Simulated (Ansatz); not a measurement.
Worked example: the enthalpy of C3H7NO → C3H5N + H2O

Species: C3H7NO `CCC(N)=O`, singlet; C3H5N (propanenitrile) `CCC#N`, singlet; H2O (water) `O`, singlet. 

Shapes, held fixed at every level: PBE0-D4/def2-TZVP. Flexible molecules stand in one conformer, not always the lowest. Programs: Ansatz 0.2.0. The zero-point and thermal terms to 298 K, harmonic and unscaled (PBE0-D4/def2-TZVP), stand in the table.

At PBE-D4/def2-TZVPP; 1 Eh = 2625.50 kJ/mol:

```
species  energy (Eh)  H(298 K) − E (kJ/mol)  tabulated ΔfH (kJ/mol)
 C3H7NO  -248.336599                  288.1                  -259.0
  C3H5N  -171.910642                  210.3                   +51.7
    H2O   -76.380266                   66.4                  -241.8
```

**Question.** Work out the reaction enthalpy at 298 K from the calculation and from the table of heats.

**Answer.** 
1. Electronic: (-171.910642) + (-76.380266) − [(-248.336599)] = 0.045691 Eh = +120.0 kJ/mol.
2. Zero-point and thermal: (210.3) + (66.4) − [(288.1)] = -11.4 kJ/mol.
3. Computed ΔH = +108.6 kJ/mol.
4. From the heats of formation (Active Thermochemical Tables, CRC Handbook of Chemistry and Physics): (51.7) + (-241.8) − [(-259.0)] = +68.9 kJ/mol.
5. Computed less tabulated: +39.7 kJ/mol. Tabulated heats carry uncertainties of their own.
